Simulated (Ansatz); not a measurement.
Molecular dynamics, step by step

CH₆OS (SMILES O.CS), singlet, PBE0-D4/def2-SVP (Ansatz 0.2.0). Settings (timestep in fs, temperature in K; T counts 21 degrees of freedom):

```yaml
hamiltonian: {xc: pbe0, dispersion: d4}
md: {n_steps: 60, timestep: 0.5, temperature: 300, ensemble: nvt_nose_hoover, seed: 377, initial_velocities: maxwell_boltzmann}
```

Start (the SMILES describes the start alone):

O1  (0.182, 0.079, -2.368)
H2  (0.607, 0.817, -2.810)
H3  (-0.558, -0.163, -2.929)
C4  (0.127, -0.368, 1.743)
S5  (-0.850, 0.896, 0.900)
H6  (-0.164, -1.369, 1.429)
H7  (-0.079, -0.263, 2.809)
H8  (1.194, -0.221, 1.578)
H9  (-0.458, 0.592, -0.352)
(Å)

```tsv
step	time (fs)	potential energy less the start (meV)	kinetic energy (meV)	T (K)
0	0.00	0.0	271.4	300
4	2.00	109.3	164.6	182
8	4.00	81.6	190.2	210
12	6.00	170.2	103.4	114
16	8.00	162.0	111.1	123
20	10.00	118.4	154.9	171
24	12.00	106.7	166.4	184
28	14.00	125.6	148.7	164
32	16.00	85.4	188.3	208
36	18.00	151.0	124.4	137
40	20.00	104.2	170.7	189
44	22.00	92.6	183.0	202
48	24.00	141.8	135.4	150
52	26.00	93.2	183.1	202
56	28.00	153.2	125.1	138
60	30.00	155.7	123.0	136
```

Step 20, positions (Å) and forces (eV/Å):

| atom | x | y | z | Fx | Fy | Fz |
| --- | --- | --- | --- | --- | --- | --- |
| O1 | 0.173 | 0.093 | -2.339 | -1.009 | -1.441 | 0.613 |
| H2 | 0.528 | 0.756 | -2.891 | 0.758 | 1.327 | -0.984 |
| H3 | -0.503 | -0.320 | -2.906 | 0.283 | 0.156 | 0.421 |
| C4 | 0.111 | -0.336 | 1.723 | 0.239 | -2.062 | 0.003 |
| S5 | -0.840 | 0.882 | 0.896 | -0.734 | 1.325 | -0.254 |
| H6 | -0.183 | -1.354 | 1.368 | 0.246 | 0.363 | 0.124 |
| H7 | -0.149 | -0.341 | 2.788 | 0.027 | 0.319 | 0.113 |
| H8 | 1.201 | -0.267 | 1.614 | 0.087 | 0.296 | 0.036 |
| H9 | -0.354 | 0.766 | -0.358 | 0.101 | -0.283 | -0.072 |

Step 40, positions (Å) and forces (eV/Å):

```csv
atom,x,y,z,Fx,Fy,Fz
O1,0.165,0.105,-2.314,-0.492,-1.030,0.670
H2,0.460,0.733,-2.953,0.315,0.760,-0.837
H3,-0.462,-0.463,-2.789,0.236,0.298,0.198
C4,0.124,-0.395,1.721,-0.266,0.040,-0.099
S5,-0.845,0.899,0.883,0.308,-0.170,-0.459
H6,-0.104,-1.427,1.307,0.324,0.985,0.648
H7,-0.176,-0.254,2.775,0.029,-0.608,-0.112
H8,1.196,-0.134,1.676,-0.123,-0.354,-0.136
H9,-0.235,0.744,-0.330,-0.331,0.080,0.127
```

Step 56, positions (Å) and forces (eV/Å):

```
atom       x       y       z      Fx      Fy      Fz
  O1   0.164   0.116  -2.295  -0.423  -1.197   1.198
  H2   0.384   0.694  -2.997   0.267   0.890  -1.226
  H3  -0.441  -0.543  -2.665   0.200   0.325   0.057
  C4   0.130  -0.411   1.727  -0.177  -0.891   0.064
  S5  -0.847   0.914   0.866   0.419  -0.945   0.344
  H6   0.011  -1.498   1.373  -0.129   1.508  -0.072
  H7  -0.201  -0.459   2.796   0.285   0.397  -0.586
  H8   1.208  -0.158   1.663  -0.321  -0.094   0.234
  H9  -0.267   0.730  -0.348  -0.121   0.007  -0.014
```

Last step (60):

O1  (0.164, 0.116, -2.286)
H2  (0.359, 0.698, -3.054)
H3  (-0.429, -0.541, -2.646)
C4  (0.130, -0.411, 1.730)
S5  (-0.847, 0.915, 0.863)
H6  (0.018, -1.496, 1.353)
H7  (-0.195, -0.495, 2.795)
H8  (1.215, -0.173, 1.674)
H9  (-0.283, 0.728, -0.372)
(Å)

Hardware: 4 CPU threads of an Arm Neoverse V1, shared host. Wall time about 39 s.
